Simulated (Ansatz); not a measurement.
## Nudged elastic band run: AlH$_{4}$NSi

input.yaml

```yaml
crystal:
  periodic: [false, false, false]
  atoms:
    - { symbol: "N", position_ang: [-1.565102, -0.822538, -1.190962] }
    - { symbol: Si, position_ang: [-0.759292, 0.421898, -0.551776] }
    - { symbol: Al, position_ang: [1.202928, 0.201768, 0.901807] }
    - { symbol: H, position_ang: [-1.235399, -1.76416, -0.975984] }
    - { symbol: H, position_ang: [-1.289597, 1.767918, -0.903339] }
    - { symbol: H, position_ang: [1.699133, -1.266337, 1.21749] }
    - { symbol: H, position_ang: [1.947339, 1.46146, 1.502773] }
basis:
  gaussian: { orbitals: def2-SVP }
hamiltonian:
  xc: cam_b3lyp
  dispersion: d4
neb:
  order_check: false
  images: 7
  f_tol: 0.5
  max_iterations: 60
  initial_path: idpp
  final_atoms:
    - { symbol: "N", position_ang: [-1.16672044, -1.17950244, -0.91180364] }
    - { symbol: Si, position_ang: [-0.66281901, 0.29010675, -0.48139275] }
    - { symbol: Al, position_ang: [1.29014941, 0.22992492, 0.96924711] }
    - { symbol: H, position_ang: [-1.97527908, -1.31460222, -1.51910288] }
    - { symbol: H, position_ang: [-1.31189293, 1.5753894, -0.91626137] }
    - { symbol: H, position_ang: [1.88257903, -1.1749879, 1.3692454] }
    - { symbol: H, position_ang: [1.94399303, 1.5736805, 1.49007713] }
```

Command:

```bash
$ ansatz run input.yaml --threads 1 --pin off --max-ram 2048MiB --backend cpu --events-out ev --progress --plain --runs-dir out
```

Output, in part (warnings, iteration lines, the closing report on the highest movable image, with atoms numbered from 0):

```
NEB end point (image 0): max|allowed force component| = 9.359e-3 eV/Å (the criterion of neb.relax_end_points is 1.000e-1)
NEB end point (image 8): max|allowed force component| = 1.151e-2 eV/Å (the criterion of neb.relax_end_points is 1.000e-1)
NEB iter   1: max|band force component| = 1.065e0 eV/Å  barrier→ = 0.2585 eV  barrier← = 0.2891 eV  Δτ_max = 0.0906 Å  (230 SCF iters)
NEB iter   2: max|band force component| = 3.164e-1 eV/Å  barrier→ = 0.2147 eV  barrier← = 0.2453 eV  CI = image 4  Δτ_max = 0.0000 Å  (373 SCF iters)
Total energy: -16021.38650683 eV, -588.7750944401 hartree
Atom 0 at    -1.328105    -0.980473    -1.027449 Å, force     0.052724    -0.035076     0.042033 eV/Å
Atom 1 at    -0.708196     0.362678    -0.514230 Å, force    -0.091721     0.039582    -0.070704 eV/Å
Atom 2 at     1.251311     0.321031     0.945279 Å, force     0.048779    -0.117155     0.033404 eV/Å
Atom 3 at    -1.686775    -1.866832    -1.326629 Å, force     0.020552     0.051005     0.015286 eV/Å
Atom 4 at    -1.304610     1.681360    -0.911764 Å, force    -0.011688     0.046428    -0.006182 eV/Å
Atom 5 at     1.796319    -1.117790     1.302811 Å, force     0.030658    -0.022018     0.021893 eV/Å
Atom 6 at     1.980067     1.600036     1.531992 Å, force    -0.049304     0.037233    -0.035730 eV/Å
Dipole moment:     0.120241     0.077367     0.093330 e Å
```

The forces met the threshold. The threshold of 0.5 eV/Å is loose, so the images may lie well off the minimum-energy path. The order of the stationary point at the top wasn't checked.

Final band (atoms are numbered from 1 in the order of the input):

```json
{"image": "0", "path coordinate (Å)": "0.00", "energy (eV)": "0.000", "angle H4–N1–Si2 (°)": "118"}
{"image": "1", "path coordinate (Å)": "0.19", "energy (eV)": "0.019", "angle H4–N1–Si2 (°)": "127"}
{"image": "2", "path coordinate (Å)": "0.39", "energy (eV)": "0.084", "angle H4–N1–Si2 (°)": "140"}
{"image": "3", "path coordinate (Å)": "0.58", "energy (eV)": "0.175", "angle H4–N1–Si2 (°)": "157"}
{"image": "4", "path coordinate (Å)": "0.77", "energy (eV)": "0.215", "angle H4–N1–Si2 (°)": "177"}
{"image": "5", "path coordinate (Å)": "0.97", "energy (eV)": "0.156", "angle H4–N1–Si2 (°)": "163"}
{"image": "6", "path coordinate (Å)": "1.16", "energy (eV)": "0.056", "angle H4–N1–Si2 (°)": "145"}
{"image": "7", "path coordinate (Å)": "1.35", "energy (eV)": "-0.012", "angle H4–N1–Si2 (°)": "132"}
{"image": "8", "path coordinate (Å)": "1.54", "energy (eV)": "-0.031", "angle H4–N1–Si2 (°)": "122"}
```

Run time: 55 s on 1 thread of Arm Neoverse V1 (shared host), peak memory 0.14 GiB.
